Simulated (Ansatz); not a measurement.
hcp Ti, relaxed in Ansatz (plane waves) with several semilocal functionals. Each gives its own volume and its own elastic constant C11:

```tsv
level	V0 (Å³/atom)	elastic constant C11 (GPa)	ln V0	ln C11
LDA	16.105	185.3	2.7791	5.2220
PBEsol	16.727	184.0	2.8170	5.2149
PBE	17.394	176.0	2.8561	5.1705
```

**Question.** Fit a straight line to ln C11 against ln V0. What does it predict for r²SCAN, whose volume is 17.309 Å³/atom?

**Answer.** With x = ln V0 and y = ln C11: means 2.81740 and 5.20247; Σ(Δx Δy) = -0.001990, Σ(Δx²) = 0.002965, so the slope is -0.671. At x = 2.8512 the line gives y = 5.20247 + (-0.671) × (2.8512 − 2.81740) = 5.1798, or 177.6 GPa. The run with r²SCAN gives 187.5 GPa, +5.6 % from the line. The rows used scatter about it by up to 1.2 %, while the largest value lies 5 % above the smallest.

Measured: 176 GPa (measured, 4 K, zero-point motion not removed; as tabulated in Ferrari et al. (2019), arXiv:1905.01197).

The crystal itself was run without spin with r²SCAN; a magnetic state was not tried in these runs.

Ansatz's density-functional and Hartree–Fock values are scalar-relativistic unless marked +SOC, with PAW data made under PBE.

Ansatz is an electronic-structure program.
